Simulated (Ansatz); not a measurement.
**Copper, fcc under LDA: convergence with the Methfessel-Paxton smearing**

How small must the Methfessel-Paxton smearing width be for energy and pressure to settle? The geometry was relaxed under LDA beforehand and stays fixed; 7 values are run, from 0.01 to 1.0 eV. Wanted are the values from which on the energy stays within 10 and 1 meV/atom, and the pressure within 0.5 GPa, of the narrowest run. Within the series other settings stay, but some runs also write fields, which adds to their time. Spin polarisation is left out.

Method: DFT LDA, plane waves with PAW, scalar-relativistic, in Ansatz 0.2.0.

### Step 1. The system as given

Symmetry: Fm-3m, No. 225, cubic system. The conventional cell has a = 3.518 Å, b = 3.518 Å, c = 3.518 Å, α = 90.00°, β = 90.00°, γ = 90.00°. Around Cu (site symmetry m-3m) lie 12 Cu at 2.49 Å.

Structure file:

```
CELL_PARAMETERS angstrom
0.00000 1.75882 1.75882
1.75882 0.00000 1.75882
1.75882 1.75882 0.00000
ATOMIC_POSITIONS crystal
Cu 0.00000 0.00000 0.00000
```

### Step 2. With a width of 0.01 eV

The run at 0.01 eV.

Contents of input.yaml:

```yaml
crystal:
  lattice:
    - [0.0, 1.7588202533, 1.7588202533]
    - [1.7588202533, 0.0, 1.7588202533]
    - [1.7588202533, 1.7588202533, 0.0]
  atoms:
    - { symbol: Cu, position: [0.0, 0.0, 0.0] }
hamiltonian:
  xc: lda
  pseudopotentials:
    kind: paw
    azcp:
      Cu: "pseudopotentials/Cu.paw.azcp"
basis:
  ecutwfc: 420
  fft_grid_basis: typed
kpoints:
  mp_grid: { grid: [15, 15, 15], shift: [0, 0, 0] }
magnetization:
  spin_polarized: false
scf:
  occupations: { method: methfessel_paxton, width: 0.01 }
  lower_state_search: "off"
output:
  stress: true
```

Command:

```
> ansatz run input.yaml --threads 2 --pin off --max-ram 5120MiB --backend cpu --events-out ev --progress --plain --runs-dir out
```

### Step 3. With a width of 0.03 eV

The run at 0.03 eV.

input.yaml, as its differences from that of step 2:

```diff
@@ -21,3 +21,3 @@
 scf:
-  occupations: { method: methfessel_paxton, width: 0.01 }
+  occupations: { method: methfessel_paxton, width: 0.03 }
   lower_state_search: "off"
```

### Step 4. With a width of 0.1 eV

The run at 0.1 eV.

input.yaml, as its differences from that of step 3:

```diff
@@ -21,3 +21,3 @@
 scf:
-  occupations: { method: methfessel_paxton, width: 0.03 }
+  occupations: { method: methfessel_paxton, width: 0.1 }
   lower_state_search: "off"
@@ -25 +25,5 @@
   stress: true
+  write_density: true
+  write_potential: true
+  elf: true
+  volumetric_format: npy
```

### Step 5. With a width of 0.2 eV

The run at 0.2 eV.

input.yaml, as its differences from that of step 4:

```diff
@@ -21,3 +21,3 @@
 scf:
-  occupations: { method: methfessel_paxton, width: 0.1 }
+  occupations: { method: methfessel_paxton, width: 0.2 }
   lower_state_search: "off"
@@ -25,5 +25 @@
   stress: true
-  write_density: true
-  write_potential: true
-  elf: true
-  volumetric_format: npy
```

### Step 6. With a width of 0.3 eV

The run at 0.3 eV.

input.yaml, as its differences from that of step 5:

```diff
@@ -21,3 +21,3 @@
 scf:
-  occupations: { method: methfessel_paxton, width: 0.2 }
+  occupations: { method: methfessel_paxton, width: 0.3 }
   lower_state_search: "off"
@@ -25 +25,5 @@
   stress: true
+  write_density: true
+  write_potential: true
+  elf: true
+  volumetric_format: npy
```

### Step 7. With a width of 0.6 eV

The run at 0.6 eV.

input.yaml, as its differences from that of step 6:

```diff
@@ -21,3 +21,3 @@
 scf:
-  occupations: { method: methfessel_paxton, width: 0.3 }
+  occupations: { method: methfessel_paxton, width: 0.6 }
   lower_state_search: "off"
@@ -25,5 +25 @@
   stress: true
-  write_density: true
-  write_potential: true
-  elf: true
-  volumetric_format: npy
```

### Step 8. With a width of 1.0 eV

The run at 1.0 eV.

input.yaml, as its differences from that of step 7:

```diff
@@ -21,3 +21,3 @@
 scf:
-  occupations: { method: methfessel_paxton, width: 0.6 }
+  occupations: { method: methfessel_paxton, width: 1.0 }
   lower_state_search: "off"
```

(Steps that only read results are left out.)

Q: Predict the outcome of this session.

**Answer**, as computed:

| quantity | value |
| --- | --- |
| E(σ → 0) stays within 10 meV/atom of 0.01 eV | up to 0.6 eV |
| E(σ → 0) stays within 1 meV/atom | up to 0.6 eV |
| pressure stays within 0.5 GPa | up to 0.6 eV |
| pressure at 0.01 eV | -0.13 GPa |
| energy of a separate run on a finer mesh (25×25×25) | +0.3 meV/atom from 0.01 eV |

In words: At 1.0 eV the energy differs by -10.6 meV/atom and the pressure by -0.7 GPa. Over the range F shifts by +11.0 meV/atom, while E(σ → 0) shifts by -10.6. This scheme cancels the term in the square of the width, so F moves little up to 0.2 eV. The mesh (15×15×15) is fixed, so the narrowest widths carry a k-point error of their own. A run on a finer mesh agrees with the yardstick to 1 meV/atom. The cell taken over is 8 % smaller than the measured one (11.81 Å³/atom, COD).
